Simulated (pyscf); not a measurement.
Structures and frequencies: ωB97X-D3(BJ)/def2-SVP in PySCF.

Q: Estimate the classical barrier height and the reaction energy of `[GeH3]` [doublet] + `[SiH3][SiH3]` → `[SiH3][GeH3]` + `[SiH3]` [doublet] at ωB97M-D3(BJ)/def2-TZVP. The step runs on the doublet surface, breaks Si–Si and forms Ge–Si; take the separated reactants as zero.

A: ΔE‡ = 11.4 kcal/mol, ΔE = +4.3 kcal/mol. Zero-point energy shifts the barrier by +0.2 kcal/mol. It is a substitution at Si, with an imaginary mode of 473i cm⁻¹. This is the saddle that the search found; another between the same sides may lie lower. The angle at the attacked Si is 180°. Elements up to Kr have no core potential and no relativistic terms here.
